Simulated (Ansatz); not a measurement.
Results of r²SCAN in Ansatz (PAW) for bcc Fe.

Numerical settings: plane-wave cutoff 500 eV, 26×26×26 k mesh, Fermi–Dirac smearing 0.1 eV, magnetic order afm, spin-polarised with opposed moments, scalar-relativistic PAW data made under PBE.

Cell (relaxed at this level):

Fe is modelled in the cubic space group Im-3m (No. 229), the bcc (W type) structure, Pearson symbol cI2. Lattice parameters: a = b = c = 2.8904 Å, α = β = γ = 90.00°. Fe on 2a has 8 Fe at 2.503 Å and 6 Fe at 2.890 Å. (Neighbours: up to the widest gap in distance over summed covalent radii, below 1.35, at either atom.)

Give the computed magnetic moment (largest site, within a sphere).


- magnetic moment (largest site, within a sphere) = 2.69 μB

Moments are spin moments.

Computed values are for the static lattice.

It cost very roughly 3 core-minutes of CPU time.

Ansatz is a quantum-chemistry and plane-wave program.
